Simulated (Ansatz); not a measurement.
Ansatz (a first-principles code) input:
A basis named .json is the Basis Set Exchange file of that set.

Ansatz 0.2 input:
```yaml
crystal:
  periodic: [false, false, false]
  atoms:
    - {symbol: S, position_ang: [-0.00339682, -0.00829351, 1.17788329]}
    - {symbol: C, position_ang: [0.00170050, 1.27084117, -0.10510870]}
    - {symbol: C, position_ang: [-0.00115788, -1.20666460, -0.05900771]}
    - {symbol: C, position_ang: [0.00485736, 0.80468746, -1.38105410]}
    - {symbol: C, position_ang: [0.00306320, -0.63891180, -1.30946501]}
    - {symbol: H, position_ang: [0.00173214, 2.28649150, 0.27241401]}
    - {symbol: H, position_ang: [-0.00306457, -2.25722682, 0.20206005]}
    - {symbol: H, position_ang: [0.00490248, -1.27628193, -2.19279362]}
basis:
  gaussian:
    orbitals: aug-cc-pV_D+d_Z.json
total_charge: -1
magnetization: {spin_polarized: false}
correlation: {method: ccsd_t, electrons: outside_noble_gas}
output: {forces: true}
```

Task: What final total energy does it print?

Result: -551.45920 Eh (CCSD(T)/aug-cc-pV(D+d)Z). The basis has 151 functions. The run takes about 9 core-minutes (a rough figure).

It need not be the lowest isomer of its formula. Whether it binds its extra electron was not tested at this geometry.
